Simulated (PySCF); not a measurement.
## Running PySCF for H2OS

File input.py (PySCF 2.14):

```python
from pyscf import gto, dft

mol = gto.M(
    atom='S 0.1964 0.3402 -0.2315; O -0.4673 -0.8094 0.4145; H 1.4172 0.5501 0.3805; H -0.2322 1.5024 0.3805',
    basis='pcseg-1',
    charge=0,
    spin=0,
    verbose=4,
)
mf = dft.RKS(mol, xc='pw91')
mf.kernel()
mf.analyze()
print('orbital energies (hartree):', mf.mo_energy[..., max(0, mol.nelec[1]-3):mol.nelec[0]+3].round(4))
```

```bash
$ OMP_NUM_THREADS=1 python input.py
```

The log (some set-up lines and the per-cycle HOMO/LUMO lines with their warnings removed):

```
PySCF version 2.14.0

[INPUT] Symbol           X                Y                Z      unit          X                Y                Z       unit  Magmom
[INPUT]  1 S      0.196400000000   0.340200000000  -0.231500000000 AA    0.371142210865   0.642884827577  -0.437471597837 Bohr   0.0
[INPUT]  2 O     -0.467300000000  -0.809400000000   0.414500000000 AA   -0.883069018009  -1.529544325223   0.783291478632 Bohr   0.0
[INPUT]  3 H      1.417200000000   0.550100000000   0.380500000000 AA    2.678119863734   1.039538341123   0.719040790397 Bohr   0.0
[INPUT]  4 H     -0.232200000000   1.502400000000   0.380500000000 AA   -0.438794406124   2.839124529547   0.719040790397 Bohr   0.0

nuclear repulsion = 62.0593543175748
number of shells = 10
number of NR pGTOs = 83
number of NR cGTOs = 42
basis = pcseg-1
ecp = {}

******** <class 'pyscf.dft.rks.RKS'> ********
method = RKS
initial guess = minao
damping factor = 0
level_shift factor = 0
DIIS = <class 'pyscf.scf.diis.CDIIS'>
SCF conv_tol = 1e-09
SCF max_cycles = 50
XC functionals = pw91

grids dens level: 3
Initial guess from minao.
tot grids = 52584
init E= -474.801699293765
cycle= 1 E= -474.302821765616  delta_E= 0.499  |g|= 0.91  |ddm|= 2.25
cycle= 2 E= -470.461604693137  delta_E= 3.84  |g|= 3.43  |ddm|= 8.52
cycle= 3 E= -474.471825171129  delta_E= -4.01  |g|= 0.13  |ddm|= 8.19
cycle= 4 E= -474.476803090471  delta_E= -0.00498  |g|= 0.0759  |ddm|= 0.449
cycle= 5 E= -474.478788236124  delta_E= -0.00199  |g|= 0.0203  |ddm|= 0.163
cycle= 6 E= -474.478904090031  delta_E= -0.000116  |g|= 0.00495  |ddm|= 0.0353
cycle= 7 E= -474.478910513289  delta_E= -6.42e-06  |g|= 0.00131  |ddm|= 0.00862
cycle= 8 E= -474.47891080867  delta_E= -2.95e-07  |g|= 0.000592  |ddm|= 0.000928
cycle= 9 E= -474.47891088028  delta_E= -7.16e-08  |g|= 0.000165  |ddm|= 0.000589
cycle= 10 E= -474.478910886824  delta_E= -6.54e-09  |g|= 1.83e-05  |ddm|= 0.000257
cycle= 11 E= -474.478910886922  delta_E= -9.71e-11  |g|= 1.63e-06  |ddm|= 3.1e-05
Extra cycle  E= -474.47891088692  delta_E= 1.93e-12  |g|= 4.78e-06  |ddm|= 9.06e-06
converged SCF energy = -474.47891088692
**** SCF Summaries ****
Total Energy =                        -474.478910886919607
Nuclear Repulsion Energy =              62.059354317574751
One-electron Energy =                 -777.385387354933528
Two-electron Energy =                  240.847122150439134
Two-electron Coulomb Energy =          275.854860192860315
DFT Exchange-Correlation Energy =      -35.007738042421195
**** MO energy ****
[2 lines left out]
MO #3   energy= -7.78221388244965  occ= 2
MO #4   energy= -5.81294147815682  occ= 2
MO #5   energy= -5.81093264032747  occ= 2
MO #6   energy= -5.80487589316755  occ= 2
MO #7   energy= -0.954540065353643 occ= 2
MO #8   energy= -0.665310689654686 occ= 2
MO #9   energy= -0.450022167708187 occ= 2
MO #10  energy= -0.409368517027158 occ= 2
MO #11  energy= -0.357367593828938 occ= 2
MO #12  energy= -0.24967457310888  occ= 2
MO #13  energy= -0.210824614246877 occ= 2
MO #14  energy= -0.0273634920465047 occ= 0
MO #15  energy= -0.0236548121295117 occ= 0
MO #16  energy= -0.0160861719661103 occ= 0
[26 lines left out]
 ** Mulliken pop on meta-lowdin orthogonal AOs  **
 ** Mulliken pop  **
pop of  0 S 1s            2.00000
pop of  0 S 2s            1.99981
pop of  0 S 3s            1.56714
pop of  0 S 4s            0.01538
pop of  0 S 2px           1.99989
pop of  0 S 2py           1.99988
pop of  0 S 2pz           1.99993
pop of  0 S 3px           1.06627
pop of  0 S 3py           0.91627
pop of  0 S 3pz           1.53574
pop of  0 S 4px           0.02303
pop of  0 S 4py           0.02818
[30 lines left out]
 ** Mulliken atomic charges  **
charge of    0S =      0.74819
charge of    1O =     -0.76769
charge of    2H =      0.00975
charge of    3H =      0.00975
Dipole moment(X, Y, Z, Debye):  1.59636,  2.76500, -0.62452
orbital energies (hartree): [-0.3574 -0.2497 -0.2108 -0.0274 -0.0237 -0.0161]
```

In short: E(SCF) = -474.478911 Eh, 11 cycles, μ(SCF) = 3.25 D.

Run time: 3.7 s on 1 thread of Arm Neoverse N1 (shared host), peak memory 0.2 GiB.
